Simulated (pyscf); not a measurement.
PySCF, gas phase, ωB97X-D3(BJ)/def2-SVP geometries.

**Question.** For the elementary gas-phase step `[Cl][SiH][Cl]` [doublet] + `[NH3]` → `[NH2][SiH]([Cl])[Cl]` + `[H]` [doublet] (doublet surface; H–N broken, N–Si formed), what barrier and reaction energy does ωB97M-D3(BJ)/def2-TZVP give, measured from the separated reactants?

**Answer.** ΔE‡ = 19.3 kcal/mol, ΔE = -0.1 kcal/mol. Zero-point energy shifts the barrier by -1.9 kcal/mol. It is a substitution at N, with an imaginary mode of 1775i cm⁻¹. On the reactant side the descent ends in a bound adduct, 9.4 kcal/mol under the separated species and 30.6 kcal/mol under the saddle at ωB97X-D3(BJ)/def2-TZVP. The same reactants have a lower exit, to HCl + H₂N–SiH•–Cl (barrier +13.2 kcal/mol at ωB97M-D3(BJ), against +19.3 kcal/mol here). One saddle was located; it need not be the lowest between these sides. The angle at the attacked N is 132°.
